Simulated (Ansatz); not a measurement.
I need a relaxed scan of one distance of AlClH3 (charge -1), SMILES [AlH3-][Cl]. Use the Ansatz DFT code, driven from Python. Settings (for the species named): B3LYP, def2-SVP basis, multiplicity 1.

The script reads `alclh3.xyz`:
```text
5

Al   -0.12240    0.00860   -0.00310
Cl    2.08230   -0.14610    0.05290
H    -0.54170    1.49870   -0.39630
H    -0.71800   -0.35030    1.43470
H    -0.70020   -1.01090   -1.08830
```

`relaxed_scan_alclh3.py`:
```python
'''One bond of AlClH3(-) held at set lengths while the rest relaxes.'''

import warnings

import ansatz as az
import numpy as np

warnings.simplefilter('ignore', az.DeckWarning)

molecule = az.Crystal.molecule_from_extxyz('alclh3.xyz')

setup = molecule.calculation()
setup = setup.basis(gaussian='def2-SVP')
setup = setup.functional('B3LYP')
setup = setup.charge(-1)
symbols = [site.symbol for site in molecule.cartesian_sites]
pairs = [(0, 1), (0, 2), (0, 3), (0, 4)]
print('held (A)   E (eV)        ', '  '.join(f'{symbols[i]}{i}-{symbols[j]}{j}' for i, j in pairs))
for length in [1.47, 1.6, 1.72, 1.92, 2.16]:
    rep = setup.relax(constraints=[az.DistanceConstraint((0, 4), at=length)], force_tolerance=0.02, max_steps=60).run(threads=1, backend='cpu').report
    xyz = np.array(rep['positions_ang'])
    print(f'{length:6.2f} {rep["free_energy_ev"]:14.5f}  ', '  '.join(f'{np.linalg.norm(xyz[i] - xyz[j]):.3f}' for i, j in pairs))
```

```console
$ python relaxed_scan_alclh3.py
held (A)   E (eV)         Al0-Cl1  Al0-H2  Al0-H3  Al0-H4
  1.47   -19166.29577   2.252  1.639  1.639  1.470
  1.60   -19166.46531   2.247  1.633  1.633  1.600
  1.72   -19166.43525   2.241  1.629  1.629  1.720
  1.92   -19166.17300   2.230  1.623  1.623  1.920
  2.16   -19165.71618   2.220  1.616  1.616  2.160
```

Total energies depend on the basis set; only differences at equal settings carry meaning. The energies are electronic: no zero-point or thermal terms, and the basis set is short of its limit. b3lyp holds the VWN-RPA fit, as in Gaussian; the form of ORCA and Turbomole is b3lyp5. Anions want diffuse functions, which this basis lacks. The script silences the warnings on its input, which a real study should read. It ran for 50 s on 1 thread of Arm Neoverse N1 (shared host), peak memory 0.18 GiB.
